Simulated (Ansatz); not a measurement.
Ansatz (an electronic-structure program) input (MP2/def2-TZVP):

Ansatz 0.2 input:
```yaml
crystal:
  periodic: [false, false, false]
  atoms:
    - {symbol: C, position_ang: [0.00214948, 0.86797098, 0.00149051]}
    - {symbol: C, position_ang: [0.75058129, -0.43583539, -0.00746307]}
    - {symbol: C, position_ang: [-0.75273077, -0.43213559, 0.00597256]}
    - {symbol: H, position_ang: [0.01171755, 1.45362880, 0.91078734]}
    - {symbol: H, position_ang: [-0.00451006, 1.45678848, -0.90578946]}
    - {symbol: H, position_ang: [1.25028356, -0.72912596, -0.92080071]}
    - {symbol: H, position_ang: [1.26651116, -0.73228564, 0.89577609]}
    - {symbol: H, position_ang: [-1.25388730, -0.72608269, 0.91830178]}
    - {symbol: H, position_ang: [-1.27011491, -0.72292301, -0.89827503]}
basis:
  gaussian:
    orbitals: def2-TZVP
magnetization: {spin_polarized: false}
correlation: {method: mp2, electrons: outside_noble_gas}
relax: {f_tol: 0.003, max_steps: 100}
```

End of the output:

```
these checks for a lower state are left out or cut short: starts, cluster_reference, orbital_swaps, neighbouring_geometries, increment
integrals: 0.09 GiB planned
996 factors; integrals over basis functions are off by at most 1.8e-4 eV
mean field: 0.26 GiB planned
mean field -3186.51445999 eV, -117.1022465075 hartree, gradient 9.2e-7 eV, S^2 0.000000; 0 other end points of the search recorded, 0 dependent functions left out
3 core orbitals not correlated
reference -3186.51445999 eV, -117.1022465075 hartree; 9, 9 occupied and 117, 117 virtual orbitals, 996 factors
densities: 0.31 GiB planned
second order -13.58600207 eV of doubles, -0.00000000 eV of singles
the calculation of the forces begins
mean field evaluation 32: about -3186.5145 eV, gradient 9.2e-7 eV
relax step   3: F+E_penalty+E_count = -3200.10046206 eV  Δ(F+E_penalty+E_count) = -2.301e-4 eV  max|allowed force component| = 1.096e-2 eV/Å  Δτ_max = 0.0029 Å  (29 SCF iters, accepted)
these checks for a lower state are left out or cut short: starts, cluster_reference, orbital_swaps, neighbouring_geometries, increment
integrals: 0.09 GiB planned
996 factors; integrals over basis functions are off by at most 1.8e-4 eV
mean field: 0.26 GiB planned
mean field -3186.51419208 eV, -117.1022366622 hartree, gradient 2.3e-6 eV, S^2 0.000000; 0 other end points of the search recorded, 0 dependent functions left out
3 core orbitals not correlated
reference -3186.51419208 eV, -117.1022366622 hartree; 9, 9 occupied and 117, 117 virtual orbitals, 996 factors
densities: 0.31 GiB planned
second order -13.58627288 eV of doubles, -0.00000000 eV of singles
the calculation of the forces begins
relax step   4: F+E_penalty+E_count = -3200.10046497 eV  Δ(F+E_penalty+E_count) = -2.912e-6 eV  max|allowed force component| = 1.862e-3 eV/Å  Δτ_max = 0.0001 Å  (23 SCF iters, accepted)
these checks for a lower state are left out or cut short: cluster_reference
integrals: 0.09 GiB planned
996 factors; integrals over basis functions are off by at most 1.8e-4 eV
mean field: 0.26 GiB planned
mean field -3186.51419208 eV, -117.1022366622 hartree, gradient 2.3e-6 eV, S^2 0.000000; 1 other end points of the search recorded, 0 dependent functions left out
3 core orbitals not correlated
reference -3186.51419208 eV, -117.1022366622 hartree; 9, 9 occupied and 117, 117 virtual orbitals, 996 factors
densities: 0.31 GiB planned
second order -13.58627288 eV of doubles, -0.00000000 eV of singles
the calculation of the forces begins
Total energy: -3200.10046497 eV, -117.6015229816 hartree
Atom 0 at     0.002150     0.868122     0.001491 Å, force     0.000005     0.001862     0.000003 eV/Å
Atom 1 at     0.750712    -0.435911    -0.007464 Å, force     0.001610    -0.000935    -0.000016 eV/Å
Atom 2 at    -0.752861    -0.432211     0.005974 Å, force    -0.001615    -0.000927     0.000013 eV/Å
Atom 3 at     0.011731     1.447802     0.913891 Å, force    -0.000005    -0.000193    -0.000515 eV/Å
Atom 4 at    -0.004552     1.450973    -0.908913 Å, force     0.000004    -0.000195     0.000514 eV/Å
Atom 5 at     1.245222    -0.726198    -0.923864 Å, force    -0.000163     0.000096     0.000516 eV/Å
Atom 6 at     1.261505    -0.729368     0.898940 Å, force    -0.000172     0.000098    -0.000513 eV/Å
Atom 7 at    -1.248811    -0.723190     0.921375 Å, force     0.000163     0.000097    -0.000516 eV/Å
Atom 8 at    -1.265095    -0.720019    -0.901429 Å, force     0.000173     0.000095     0.000513 eV/Å
Dipole moment:     0.000000     0.000000     0.000000 e Å
Checks for a lower state left out: cluster_reference
```
